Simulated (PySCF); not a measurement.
## One molecule, many functionals

Compound: C3H3F.
Numbering: `[F:1][C:2]1=[CH:3][CH2:4]1` (hydrogens: H5 on C3; H6, H7 on C4)

Linear-response calculations in the def2-SVPD basis (PySCF; singlets by full response, triplets Tamm–Dancoff, core orbitals frozen in the response; HF means time-dependent Hartree–Fock). 'Strongest' is the level of largest summed f among the singlets computed (10 roots, of which the last may lack a degenerate partner); it can jump between rows when another state enters that window. S1 is the lowest singlet of each run and needn't be the same state throughout; f(S1) is that of one state. Geometry: PBE0-D3(BJ)/def2-SVP; no solvent, vibrations or thermal averaging.

| functional | kind | S1 (eV) | f(S1) | strongest (eV) | T1 (eV) | HOMO (eV) | gap (eV) | ionisation energy, ΔSCF (eV) |
| --- | --- | --- | --- | --- | --- | --- | --- | --- |
| LDA | LDA | 6.33 | 0.002 | 8.69 | 4.60 | -6.24 | 5.26 | 9.91 |
| PBE | GGA | 6.25 | 0.001 | 8.67 | 4.46 | -6.11 | 5.39 | 9.70 |
| B3LYP | global hybrid, 20% exact exchange | 6.52 | 0.003 | 8.94 | 4.47 | -7.12 | 7.20 | 9.85 |
| PBE0 | global hybrid, 25% exact exchange | 6.74 | 0.005 | 9.22 | 4.42 | -7.33 | 7.69 | 9.81 |
| BHandHLYP | global hybrid, 50% exact exchange | 6.91 | 0.037 | 9.49 | 4.39 | -8.43 | 9.66 | 9.76 |
| CAM-B3LYP | range-separated hybrid | 6.73 | 0.007 | 9.32 | 4.43 | -8.69 | 10.07 | 9.89 |
| wB97X-D | range-separated hybrid | 6.84 | 0.077 | 9.61 | 4.57 | -9.19 | 11.44 | 9.82 |
| HF | Hartree–Fock | 7.14 | 0.104 | 10.15 | 4.02 | -10.03 | 12.68 | not settled |

What does LC-wPBE (range-separated hybrid) give?

S1 (eV) 6.97, f(S1) 0.085, strongest (eV) 6.97, T1 (eV) 4.35, HOMO (eV) -10.05, gap (eV) 12.48, ionisation energy, ΔSCF (eV) 9.94. S1 runs from 6.25 eV (PBE) to 7.14 eV (HF), a spread of 0.89 eV, while the orbital gap spreads over 7.4 eV. Along PBE (0%), B3LYP (20%), PBE0 (25%), BHandHLYP (50%), HF (100%) S1 rises with the share of exact exchange. −ε(HOMO) comes closest to its own ΔSCF ionisation energy with LC-wPBE (+0.11 eV) and misses most with LDA (-3.66 eV). 'Not settled' means that the ion's SCF failed to converge or may have ended in another state than the lowest.
